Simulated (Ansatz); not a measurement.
## Relative stability

The two ends of one reaction step of CH₆SSi, singlet (PBE0-D4/def2-TZVP).

A:

```xyz
9
angstrom
Si -1.3094 -1.2900 0.0731
C 1.0349 1.0711 -0.0384
S -0.5793 -2.8937 -0.7353
H 1.1964 0.1726 -0.6360
H -2.1288 -0.2758 -0.6375
H -1.1742 -0.9173 1.5036
H 0.0233 1.4516 -0.1907
H 1.1924 0.8460 1.0159
H 1.7444 1.8355 -0.3547
```

B:

```csv
atom,x (Å),y (Å),z (Å)
Si1,-0.6700,-0.4017,0.1403
C2,0.4528,1.0818,0.2640
S3,0.3946,-2.2059,-0.3105
H4,0.8153,-1.7888,-1.5168
H5,-1.7196,-0.1578,-0.8848
H6,-1.3207,-0.6956,1.4425
H7,-0.1232,1.9729,0.5288
H8,1.2189,0.9232,1.0254
H9,0.9518,1.2719,-0.6890
```

Program: Ansatz 0.2.0. Basis: def2-TZVPP. Cores are frozen in the correlated methods. B3LYP uses VWN-RPA correlation.

(1) Which structure is lower at CCSD(T), and by how much? (Judge from chemistry; the value comes from the calculation.)

No T1 diagnostic of these runs exceeds 0.015.

Results:

(1) By the calculation: B, by 104.1 kJ/mol (electronic energy, against the other). By their contacts, A is a complex of SiH₂S ([SiH2][S]) + CH₄ and B is CH₆SSi ([CH3][SiH2][SH]).

All methods give the same order:

```json
{"method": "SPW92", "E(B) − E(A) (kJ/mol)": "-122.6"}
{"method": "PBE-D4", "E(B) − E(A) (kJ/mol)": "-101.5"}
{"method": "BLYP-D4", "E(B) − E(A) (kJ/mol)": "-85.6"}
{"method": "r2SCAN-D4", "E(B) − E(A) (kJ/mol)": "-107.2"}
{"method": "B97M-V", "E(B) − E(A) (kJ/mol)": "-98.0"}
{"method": "PBE0-D4", "E(B) − E(A) (kJ/mol)": "-113.7"}
{"method": "B3LYP-D4", "E(B) − E(A) (kJ/mol)": "-97.5"}
{"method": "r2SCAN0-D4", "E(B) − E(A) (kJ/mol)": "-115.3"}
{"method": "BHLYP-D4", "E(B) − E(A) (kJ/mol)": "-109.7"}
{"method": "CAM-B3LYP-D4", "E(B) − E(A) (kJ/mol)": "-109.5"}
{"method": "wB97X-V", "E(B) − E(A) (kJ/mol)": "-118.1"}
{"method": "wB97M-V", "E(B) − E(A) (kJ/mol)": "-110.1"}
{"method": "B2PLYP", "E(B) − E(A) (kJ/mol)": "-98.5"}
{"method": "PBE-QIDH", "E(B) − E(A) (kJ/mol)": "-117.7"}
{"method": "RPA on PBE", "E(B) − E(A) (kJ/mol)": "-97.5"}
{"method": "HF", "E(B) − E(A) (kJ/mol)": "-106.0"}
{"method": "MP2", "E(B) − E(A) (kJ/mol)": "-105.6"}
{"method": "CCSD", "E(B) − E(A) (kJ/mol)": "-107.8"}
{"method": "CCSD(T)", "E(B) − E(A) (kJ/mol)": "-104.1"}
```

Labels in which every atom is bracketed show which atoms are joined, not bond orders.

For scale, one of the runs: CCSD(T)/def2-TZVPP, 199 basis functions, launched by `ansatz run in.yaml --threads 2 --pin off --events-out ev --progress --plain --max-ram 4352MiB`. Hardware: 2 CPU threads of an Arm Neoverse V1, shared host. Wall time 45 s; peak host memory 2.2 GiB.
